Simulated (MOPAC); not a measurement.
MOPAC input (AM1):

```
AM1 1SCF GEO-OK AUX(PRECISION=9) THREADS=1
C4H6

C    -0.00677442 1    1.13492425 1    0.30903550 1
C     0.00621328 1   -1.13287317 1    0.31648329 1
C     0.74276151 1    0.00321406 1   -0.31659517 1
C    -0.74219232 1   -0.00529457 1   -0.31789940 1
H    -0.00831064 1    1.23676748 1    1.39372236 1
H    -0.01170322 1    2.07740938 1   -0.22784986 1
H     0.00580282 1   -1.22760088 1    1.40181571 1
H     0.01209977 1   -2.07885887 1   -0.21420004 1
H     1.42548386 1    0.00439170 1   -1.14856569 1
H    -1.42342090 1   -0.01193223 1   -1.15106786 1
```

Q: What heat of formation does the run end on, and which ionisation energy by Koopmans theorem?

A: 82.61 kcal/mol; 10.00 eV.
